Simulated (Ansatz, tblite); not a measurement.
**[SiH3]-: charged states by level of theory**

An exercise on one series of results from a longer session: the logs are not shown, and one member is left open.

Method: as each input shows; program: Ansatz 0.2.0, Gaussian basis.

The runs, in order: charge 0 doublet, at the geometry of the singlet (PBE0-D4/def2-TZVPD, PBE-D4/def2-TZVPD, r2SCAN-D4/def2-TZVPD, CCSD(T)/def2-TZVPPD); the starting singlet's energies come from earlier runs.

### The relaxed structure

The geometry is that of the singlet, from an earlier relaxation (PBE0-D4/def2-TZVPD).

4 atoms, charge -1, spin multiplicity 1.

Atoms are counted from 1 here; the program's logs count them from 0.

Bond lengths: Si1–H2 1.545 Å, Si1–H3 1.545 Å, Si1–H4 1.545 Å. Angles: H2–Si1–H3 94.0°, H2–Si1–H4 94.0°, H3–Si1–H4 94.0°.

The ion is computed in the gas phase, without counter-ions or solvent.

Set-up of the first run:

Contents of in.yaml:

```yaml
crystal:
  periodic: [false, false, false]
  atoms:
    - {symbol: Si, position_ang: [-0.020830, -0.014180, 0.620636]}
    - {symbol: H, position_ang: [1.309988, -0.046665, -0.164297]}
    - {symbol: H, position_ang: [-0.600928, 1.159171, -0.200931]}
    - {symbol: H, position_ang: [-0.688229, -1.098326, -0.255408]}
basis:
  gaussian: {orbitals: def2-TZVPD}
magnetization: {spin_polarized: true, initial_magnetization: 1}
hamiltonian: {xc: pbe0, dispersion: d4}
output: {orbitals: {seedname: orbitals}}
```

Run with:

```bash
> ansatz run in.yaml --threads 4 --pin off --events-out ev --progress --plain --max-ram 3916MiB
```

Among the steps run: Charge 0 doublet at the fixed geometry, PBE0-D4/def2-TZVPD; Charge 0 doublet at the fixed geometry, PBE-D4/def2-TZVPD; Charge 0 doublet at the fixed geometry, r2SCAN-D4/def2-TZVPD; Charge 0 doublet at the fixed geometry, CCSD(T)/def2-TZVPPD.

One table of the session follows, with a row left open; its other results are not shown here.

It belongs to the step «Vertical ionisation energy». 

| method | vertical ionisation energy (eV) |
| --- | --- |
| HF/def2-TZVPPD | 0.80 |
| PBE-D4/def2-TZVPD | 1.85 |
| r2SCAN-D4/def2-TZVPD | 1.73 |
| PBE0-D4/def2-TZVPD | 1.82 |
| MP2/def2-TZVPPD | ? |
| CCSD/def2-TZVPPD | 1.77 |
| CCSD(T)/def2-TZVPPD | 1.83 |

Q: Estimate the row for MP2/def2-TZVPPD from the others.

**Answer.** vertical ionisation energy (eV): 1.72. In the column «vertical ionisation energy (eV)» it lies between HF/def2-TZVPPD (0.80) and r2SCAN-D4/def2-TZVPD (1.73).

Caveats from the session: The anion's highest level is positive in at least one run, so there the basis alone may hold the extra electron.
